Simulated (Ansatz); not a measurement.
`[AlH2][Cl]` + `BS` → `B[S][AlH2]` + HCl at 500 K and 1 bar (ligand exchange at the Al–Cl bond).

Calculated with Ansatz (gas phase, PBE0-D4/def2-TZVP geometries, no zero-point term in ΔE). CCSD(T)/CBS adds triple-zeta CCSD(T) − MP2 to the extrapolated MP2 energy (def2 sets, frozen cores). This one scheme is used for every species.

| species | CCSD(T)/CBS energy (Eh) | H − E (kJ/mol) | S (J/(mol·K)) |
| --- | --- | --- | --- |
| `[AlH2][Cl]` | -703.04476 | 61.1 | 282.3 |
| `BS` | -424.38198 | 102.0 | 273.9 |
| `B[S][AlH2]` | -667.02114 | 131.1 | 353.4 |
| HCl | -460.38127 | 32.5 | 201.9 |

H − E and S are ideal-gas, rigid-rotor, harmonic terms from PBE0-D4/def2-TZVP. 1 Eh = 2625.50 kJ/mol, R = 8.31446 J/(mol·K).

**Question.** By hand: ΔE, ΔH, ΔS and ΔG.

**Answer.** ΔE = (-667.02114) + (-460.38127) − (-703.04476) − (-424.38198) = 0.02433 Eh = 63.9 kJ/mol. Δ(H − E) = 131.1 + 32.5 − 61.1 − 102.0 = 0.5, so ΔH = 64.4 kJ/mol. ΔS = 353.4 + 201.9 − 282.3 − 273.9 = -0.9 J/(mol·K). ΔG = 64.4 − 500 × (-0.9)/1000 = 64.9 kJ/mol.

**Question.** By hand: the equilibrium constant, and the temperature at which ΔG would vanish if ΔH and ΔS stayed fixed.

**Answer.** log₁₀ K = −ΔG/(RT ln 10) = -6.8. ΔH and −TΔS have one sign here, so there is no such temperature. One of them is within its doubt of zero, so this could turn.

The number of gas molecules stays the same, so ΔS is small and ΔH decides. A doubt of 5 kJ/mol in ΔE shifts log₁₀ K by 0.5 here. These are equilibria of isolated gas molecules and say nothing of rates. Largest T1 diagnostic: 0.015 (customary marks: 0.02 for closed shells, 0.045 for open ones).
